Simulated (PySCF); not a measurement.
A K-edge absorption job on `c1n[nH]cp1`.

Computed with core-valence-separated TDA BHandHLYP/aug-pcX-1 H:pcseg-1 P:def2-SVPD, K edges, non-relativistic, gas phase (PySCF 2.14.0, density-fitted response routines). Geometry: PBE0-D3(BJ)/def2-SVP. The command runs a driver script over a list of jobs; the input below is this job's line of settings and its coordinates in Å.

Command:
```bash
OMP_NUM_THREADS=1 python probes_run.py task.json out
```

Input:
```
{"job": {"kind": "xas", "xc": "BHandHLYP", "basis": {"default": "aug-pcX-1", "H": "pcseg-1", "P": "def2-SVPD"}}, "charge": 0, "multiplicity": 1}
C      0.948710     0.164363    -0.973975
N      0.757826     0.944673     0.069203
N     -0.247745     0.456816     0.779880
C     -0.846621    -0.666047     0.342991
P     -0.127125    -1.236561    -1.123238
H      1.750554     0.432309    -1.665943
H     -0.508684     0.962305     1.619968
H     -1.674652    -1.077241     0.920876
```

Task: Estimate the output.

Result: 
```
coarse grid: 7784 points
cycle   1  E = -528.5086120717  dE =  1.030e+00  |g| = 3.394e-01  |ddm| = 3.619e+00
cycle   2  E = -528.5087138454  dE = -1.018e-04  |g| = 3.855e-01  |ddm| = 8.007e-01
cycle   3  E = -528.5415236164  dE = -3.281e-02  |g| = 6.266e-02  |ddm| = 4.189e-01
cycle   4  E = -528.5424063502  dE = -8.827e-04  |g| = 2.555e-02  |ddm| = 9.044e-02
cycle   5  E = -528.5425610614  dE = -1.547e-04  |g| = 8.296e-03  |ddm| = 3.346e-02
cycle   6  E = -528.5425787180  dE = -1.766e-05  |g| = 1.500e-03  |ddm| = 1.170e-02
cycle   7  E = -528.5425797214  dE = -1.003e-06  |g| = 6.239e-04  |ddm| = 3.028e-03
final grid: 72448 points
cycle   8  E = -528.5954588245  dE = -4.000e-05  |g| = 2.326e-03  |ddm| = 2.912e-02
cycle   9  E = -528.5954586977  dE =  1.268e-07  |g| = 2.357e-03  |ddm| = 4.884e-03
cycle  10  E = -528.5954599266  dE = -1.229e-06  |g| = 4.074e-04  |ddm| = 2.422e-03
cycle  11  E = -528.5954599655  dE = -3.893e-08  |g| = 2.448e-04  |ddm| = 7.393e-04
cycle  12  E = -528.5954599801  dE = -1.459e-08  |g| = 4.749e-05  |ddm| = 2.723e-04
cycle  13  E = -528.5954599809  dE = -7.996e-10  |g| = 1.954e-05  |ddm| = 8.470e-05
converged SCF energy = -528.5954599809

C K edge
   eV          f      from atoms
  283.410   0.05927   C3
  283.459   0.07280   C0
  285.981   0.00042   C0
  286.644   0.01189   C0
  286.763   0.01871   C3
  287.086   0.02857   C0
  287.535   0.00935   C3
  287.582   0.00667   C0
  287.621   0.00038   C3
  288.258   0.02063   C3
  288.342   0.00724   C0
  288.447   0.00171   C0

N K edge
   eV          f      from atoms
  397.705   0.06122   N1
  399.914   0.04372   N2
  401.077   0.00025   N1
  401.636   0.00602   N1
  401.822   0.02253   N2
  402.450   0.01312   N1
  402.815   0.00032   N1
  402.994   0.02673   N1
  403.089   0.00041   N2
  403.297   0.00150   N1
  403.417   0.00092   N1
  403.603   0.00074   N1
```

Atoms in this output count from 0.

In short: lowest C 1s excitation 283.4 eV; lowest N 1s excitation 397.7 eV; the energies are raw, with no shift to experiment and no relativistic term.

Task: How long does this job take on Arm Neoverse V1, one thread, shared host with 32 logical CPUs at a one-minute load of 16? And the peak memory of the process?

Result: About 7.2 s, with 0.72 GiB resident at the peak, the Python interpreter and its libraries included.
Labels such as C1 count atoms from 1, the log's own numbers from 0.
